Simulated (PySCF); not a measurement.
Species: C₅H₁₁P.
Numbering: `[CH3:1][CH2:2][CH2:3][P:4]1[CH2:5][CH2:6]1` (hydrogens: H7, H8, H9 on C1; H10, H11 on C2; H12, H13 on C3; H14, H15 on C5; H16, H17 on C6)

The same species was optimised twice, with GFN2-xTB and with PBE0-D3(BJ)/def2-SVP (PySCF), and the same property calculations (PySCF, gas phase) were run on both structures.

```tsv
coordinate	GFN2-xTB	PBE0-D3(BJ)/def2-SVP	change
P4–C6 (Å)	1.843	1.855	+0.012
P4–C5 (Å)	1.842	1.852	+0.010
C5–C6 (Å)	1.505	1.495	-0.010
C3–P4 (Å)	1.874	1.867	-0.007
C1–C2 (Å)	1.522	1.521	-0.001
C2–C3 (Å)	1.526	1.527	+0.001
C1–C2–C3 (°)	111.9	113.9	+2.0
C3–P4–C5 (°)	98.6	100.1	+1.5
C2–C3–P4 (°)	111.9	113.1	+1.2
C3–P4–C6 (°)	100.1	100.9	+0.8
C5–P4–C6 (°)	48.2	47.6	-0.6
P4–C5–C6 (°)	65.9	66.3	+0.4
P4–C6–C5 (°)	65.9	66.1	+0.2
C1–C2–C3–P4 (°)	-64	-67	-3
C2–C3–P4–C5 (°)	159	151	-8
```

Rotational constants: A = 5659, B = 1747, C = 1591 MHz (GFN2-xTB) against A = 5479, B = 1748, C = 1572 MHz (PBE0-D3(BJ)/def2-SVP). Point groups within 0.08 Å: C1 and C1.

On the GFN2-xTB structure: lowest singlet, TDDFT (eV) 6.30 [B3LYP/def2-SVPD]; lowest triplet, Tamm–Dancoff (eV) 5.33 [B3LYP/def2-SVPD]; isotropic polarisability (au) 85.1 [B3LYP/def2-SVPD]; HOMO (eV) -6.81 [B3LYP/def2-SVPD]; LUMO (eV) 0.33 [B3LYP/def2-SVPD]; dipole (D) 1.16 [B3LYP/def2-SVPD]; HOMO (eV) -7.04 [PBE0/pcSseg-1]; LUMO (eV) 0.76 [PBE0/pcSseg-1]; dipole (D) 1.26 [PBE0/pcSseg-1]; GIAO shielding of C1 (ppm) 170.0 [PBE0/pcSseg-1]; GIAO shielding of C2 (ppm) 161.7 [PBE0/pcSseg-1]; GIAO shielding of C3 (ppm) 146.2 [PBE0/pcSseg-1]; GIAO shielding of P4 (ppm) 586.0 [PBE0/pcSseg-1]; GIAO shielding of C5/C6 (mean) (ppm) 177.7 [PBE0/pcSseg-1].

Q: What do these properties become on the PBE0-D3(BJ)/def2-SVP structure?

A: 
```tsv
property	level	on GFN2-xTB	on PBE0-D3(BJ)/def2-SVP	change
lowest singlet, TDDFT (eV)	B3LYP/def2-SVPD	6.30	6.25	-0.05
lowest triplet, Tamm–Dancoff (eV)	B3LYP/def2-SVPD	5.33	5.30	-0.03
isotropic polarisability (au)	B3LYP/def2-SVPD	85.1	86.3	+1.2
HOMO (eV)	B3LYP/def2-SVPD	-6.81	-6.80	+0.01
LUMO (eV)	B3LYP/def2-SVPD	0.33	0.29	-0.04
dipole (D)	B3LYP/def2-SVPD	1.16	1.18	+0.02
energy, GFN2-xTB geometry as zero (kcal/mol)	B3LYP/def2-SVPD	0.0	-1.1	-1.1
HOMO (eV)	PBE0/pcSseg-1	-7.04	-7.02	+0.02
LUMO (eV)	PBE0/pcSseg-1	0.76	0.73	-0.03
dipole (D)	PBE0/pcSseg-1	1.26	1.28	+0.02
energy, GFN2-xTB geometry as zero (kcal/mol)	PBE0/pcSseg-1	0.0	-0.6	-0.6
GIAO shielding of C1 (ppm)	PBE0/pcSseg-1	170.0	168.4	-1.6
GIAO shielding of C2 (ppm)	PBE0/pcSseg-1	161.7	160.6	-1.1
GIAO shielding of C3 (ppm)	PBE0/pcSseg-1	146.2	146.4	+0.2
GIAO shielding of P4 (ppm)	PBE0/pcSseg-1	586.0	589.3	+3.3
GIAO shielding of C5/C6 (mean) (ppm)	PBE0/pcSseg-1	177.7	175.0	-2.7
```

The heavy atoms differ by 0.067 Å rms after alignment. Among bonds between heavy atoms P4–C6 changes most (+0.012 Å). Changes are differences of the printed values. Neither structure is proved a minimum here.

The values belong to the conformer `[CH3:1][CH2:2][CH2:3][P:4]1[CH2:5][CH2:6]1`: C1–C2–C3–P4 -67°, C2–C3–P4–C5 151°.
